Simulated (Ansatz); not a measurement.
# Enthalpy of formation of some silicides and borides

Method: PBE-D3(BJ) (Ansatz, an electronic-structure program, PAW). References are measured values at room or unstated temperature, uncorrected unless marked, so that the deviations hold thermal and zero-point effects besides the level's error.

Values in eV/atom.

```tsv
solid	reference	PBE-D3(BJ)	deviation (eV/atom)
A15 Mo3Si	-0.324	-0.378	-0.054
B20 (FeSi-type) FeSi	-0.400	-0.643	-0.243
antifluorite Mg2Si	-0.269	-0.162	+0.107
C11b WSi2	-0.283	-0.475	-0.192
C11b MoSi2	-0.496	-0.627	-0.131
fluorite CoSi2	-0.362	-0.568	-0.206
```

Over these 6 solids the mean deviation is -0.120 eV/atom, the mean absolute deviation 0.155 eV/atom (median 0.162 eV/atom), and the worst case B20 (FeSi-type) FeSi at -0.243 eV/atom; the value is too low in 5 of 6 cases.

Spin–orbit coupling is left out, also for the solids with elements from indium on (C11b WSi2); its size isn't shown.

Formation is from the elements' reference phases, gases as molecules.

Differences are worked out from the printed values.

The solid named is at each level's own relaxed cell; a reference phase can be a single point on another level's cell. Ansatz's density-functional and Hartree–Fock values are scalar-relativistic unless marked +SOC, with PAW data made under PBE.

Not in this set, of the silicides and borides with a reference value in our tables and a result at some level: 34 for no value at PBE-D3(BJ) (not run, a failed fit, an unstable or unbound cell, or a value held back for tests); 12 for a reference of another kind, counted apart; 4 for a doubt noted on the run at PBE-D3(BJ); 3 for a run that failed a test (PBE-D3(BJ)); 1 for a run that ended without the magnetic order (PBE-D3(BJ)). These can be a level's best or worst cases. At least 8 more with a reference value are held back for tests. Solids without a released value at any level aren't counted. Sums of energies from LAMMPS, tight-binding programs and other DFT programs aren't taken. Layered and molecular crystals are counted apart.

References as tabulated in Wang et al. (2021), doi:10.1038/s41598-021-94550-5; the CRC Handbook.
